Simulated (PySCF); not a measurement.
How the functional moves excitation energies

Species: C4H8FN.
InChI=1S/C4H8FN/c1-3-4(5)2-6-3/h3-4,6H,2H2,1H3/t3-,4+/m0/s1

Linear-response calculations in the def2-SVPD basis (PySCF; singlets by full response, triplets Tamm–Dancoff, core orbitals frozen in the response; HF means time-dependent Hartree–Fock). 'Strongest' is the level of largest summed f among the singlets computed (10 roots, of which the last may lack a degenerate partner); it can jump between rows when another state enters that window. S1 is the lowest singlet of each run and needn't be the same state throughout; f(S1) is that of one state. Geometry: PBE0-D3(BJ)/def2-SVP; no solvent, vibrations or thermal averaging.

| functional | kind | S1 (eV) | f(S1) | strongest (eV) | T1 (eV) | HOMO (eV) | gap (eV) | ionisation energy, ΔSCF (eV) |
| --- | --- | --- | --- | --- | --- | --- | --- | --- |
| LDA | LDA | 5.10 | 0.014 | 7.59 | 4.98 | -5.25 | 5.06 | 8.74 |
| PBE | GGA | 5.11 | 0.014 | 7.55 | 4.97 | -5.16 | 5.07 | 8.58 |
| B3LYP | global hybrid, 20% exact exchange | 5.72 | 0.012 | 8.11 | 5.54 | -6.38 | 6.70 | 8.83 |
| PBE0 | global hybrid, 25% exact exchange | 5.97 | 0.012 | 8.42 | 5.76 | -6.59 | 7.22 | 8.76 |
| BHandHLYP | global hybrid, 50% exact exchange | 6.51 | 0.011 | 9.16 | 6.24 | -7.99 | 9.10 | 8.78 |
| CAM-B3LYP | range-separated hybrid | 6.16 | 0.010 | 8.79 | 5.90 | -8.04 | 9.30 | 8.92 |
| wB97X-D | range-separated hybrid | 6.41 | 0.011 | 9.11 | 6.23 | -8.50 | 10.80 | 8.86 |
| LC-wPBE | range-separated hybrid | 6.80 | 0.010 | 9.59 | 6.47 | -9.37 | 11.75 | 8.99 |
| HF | Hartree–Fock | 7.55 | 0.010 | 10.59 | 7.11 | -10.16 | 12.81 | not settled |

S1 runs from 5.10 eV (LDA) to 7.55 eV (HF), a spread of 2.46 eV, while the orbital gap spreads over 7.8 eV. Along PBE (0%), B3LYP (20%), PBE0 (25%), BHandHLYP (50%), HF (100%) S1 rises with the share of exact exchange. −ε(HOMO) comes closest to its own ΔSCF ionisation energy with wB97X-D (-0.36 eV) and misses most with LDA (-3.48 eV). 'Not settled' means that the ion's SCF failed to converge or may have ended in another state than the lowest.
